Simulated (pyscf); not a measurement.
Structures and frequencies: ωB97X-D3(BJ)/def2-SVP in PySCF.

### Question
Estimate the classical barrier height and the reaction energy of `[F][GeH2]` [doublet] + `[NH3]` → `[NH2][GeH2]` [doublet] + `[FH]` at ωB97M-D3(BJ)/def2-TZVP. The step runs on the doublet surface, breaks F–Ge, H–N and forms Ge–N, F–H; take the separated reactants as zero.

### Answer
ΔE‡ = 0.60 eV, ΔE = +0.52 eV. Zero-point energy shifts the barrier by 0.00 eV. It is a four-centre exchange, with an imaginary mode of 739i cm⁻¹. On the reactant side the descent ends in a complex, 0.23 eV under the separated species and 0.78 eV under the saddle at ωB97X-D3(BJ)/def2-TZVP. On the product side the descent ends in a bound adduct, 0.35 eV under the separated species and 0.43 eV under the saddle at ωB97X-D3(BJ)/def2-TZVP. This is the saddle that the search found; another between the same sides may lie lower. Elements up to Kr have no core potential and no relativistic terms here.
